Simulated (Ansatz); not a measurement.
# C₅H₁₂S: basis-set convergence

An exercise on one series of results from a longer session: the logs are not shown, and one member is left open.

Program: Ansatz 0.2.0, Gaussian basis. Level of theory: one geometry, several basis sets. These are calculated values, not measurements.

Levels to be run: PBE0-D4/def2-SVP; ωB97M-V/def2-SVP; PBE0-D4/def2-QZVPP; ωB97M-V/def2-QZVPP; the functionals' def2-TZVPP values are taken from earlier runs.

## Structure used throughout

An earlier PBE0-D4 in a triple-zeta def2 set relaxation fixed the geometry.

SMILES `CC(C)CCS`, 18 atoms, charge 0, spin multiplicity 1.

Atoms are counted from 1 here; the program's logs count them from 0.

Bond lengths: C1–C2 1.521 Å, C1–H7 1.093 Å, C1–H8 1.095 Å, C1–H9 1.093 Å, C2–C3 1.521 Å, C2–C4 1.525 Å, C2–H10 1.096 Å, C3–H11 1.093 Å, C3–H12 1.092 Å, C3–H13 1.095 Å, C4–C5 1.519 Å, C4–H14 1.099 Å, C4–H15 1.096 Å, C5–S6 1.814 Å, C5–H16 1.091 Å, C5–H17 1.092 Å, S6–H18 1.343 Å. Angles: C2–C1–H7 111.2°, C2–C1–H8 110.9°, C2–C1–H9 111.4°, H7–C1–H8 107.6°, H7–C1–H9 107.9°, H8–C1–H9 107.7°, C1–C2–C3 110.8°, C1–C2–C4 109.9°, C1–C2–H10 108.3°, C3–C2–C4 112.1°, C3–C2–H10 108.0°, C4–C2–H10 107.5°, C2–C3–H11 110.8°, C2–C3–H12 112.1°, C2–C3–H13 110.9°, H11–C3–H12 107.2°, H11–C3–H13 107.6°, H12–C3–H13 108.0° and more.

As a file:

```xyz
18
charge 0, multiplicity 1
C     0.5630   -0.6838    1.8394
C    -0.1767   -0.0991    0.6455
C    -1.3606   -0.9742    0.2617
C     0.7898    0.1023   -0.5171
C     0.2099    0.7410   -1.7673
S    -0.5233    2.3828   -1.5267
H    -0.0999   -0.7900    2.7015
H     0.9625   -1.6760    1.6046
H     1.4025   -0.0502    2.1381
H    -0.5630    0.8868    0.9282
H    -2.0111   -1.1453    1.1229
H    -1.9724   -0.5190   -0.5202
H    -1.0234   -1.9523   -0.0984
H     1.2073   -0.8728   -0.8040
H     1.6380    0.7062   -0.1740
H     0.9680    0.8069   -2.5495
H    -0.6076    0.1409   -2.1734
H     0.5972    2.9959   -1.1113
```

The first run:

in.yaml

```yaml
crystal:
  periodic: [false, false, false]
  atoms:
    - {symbol: C, position_ang: [0.563047, -0.683826, 1.839382]}
    - {symbol: C, position_ang: [-0.176745, -0.099075, 0.645465]}
    - {symbol: C, position_ang: [-1.360623, -0.974243, 0.261714]}
    - {symbol: C, position_ang: [0.789796, 0.102302, -0.517100]}
    - {symbol: C, position_ang: [0.209877, 0.741001, -1.767310]}
    - {symbol: S, position_ang: [-0.523276, 2.382835, -1.526715]}
    - {symbol: H, position_ang: [-0.099934, -0.790020, 2.701548]}
    - {symbol: H, position_ang: [0.962493, -1.676011, 1.604600]}
    - {symbol: H, position_ang: [1.402454, -0.050201, 2.138120]}
    - {symbol: H, position_ang: [-0.563012, 0.886833, 0.928218]}
    - {symbol: H, position_ang: [-2.011119, -1.145326, 1.122851]}
    - {symbol: H, position_ang: [-1.972382, -0.518982, -0.520201]}
    - {symbol: H, position_ang: [-1.023424, -1.952270, -0.098379]}
    - {symbol: H, position_ang: [1.207294, -0.872804, -0.804000]}
    - {symbol: H, position_ang: [1.637959, 0.706202, -0.174007]}
    - {symbol: H, position_ang: [0.967980, 0.806871, -2.549456]}
    - {symbol: H, position_ang: [-0.607600, 0.140861, -2.173442]}
    - {symbol: H, position_ang: [0.597223, 2.995854, -1.111278]}
basis:
  gaussian: {orbitals: def2-SVP}
hamiltonian: {xc: pbe0, dispersion: d4}
output: {orbitals: {seedname: orbitals}}
```

Command:

```console
> ansatz run in.yaml --threads 2 --pin off --events-out ev --progress --plain --max-ram 32768MiB --backend cpu
```

Among the steps run: PBE0-D4 in def2-SVP; ωB97M-V in def2-SVP; PBE0-D4 in def2-QZVPP; ωB97M-V in def2-QZVPP.

One of the session's tables, all rows but one given; the rest of the session is left out.

It belongs to the step «Functionals by basis». 

```
functional       basis  HOMO (eV)  LUMO (eV)
   PBE0-D4    def2-SVP      -6.59       1.09
   PBE0-D4  def2-TZVPP      -6.72       0.54
   PBE0-D4  def2-QZVPP      -6.76       0.30
   ωB97M-V    def2-SVP          ?          ?
   ωB97M-V  def2-TZVPP      -8.97       2.20
   ωB97M-V  def2-QZVPP      -9.01       1.68
```

Estimate the missing values for ωB97M-V, def2-SVP.

As computed: HOMO (eV): -8.82; LUMO (eV): 2.95. In the column «HOMO (eV)» it lies between ωB97M-V, def2-TZVPP (-8.97) and PBE0-D4, def2-QZVPP (-6.76).
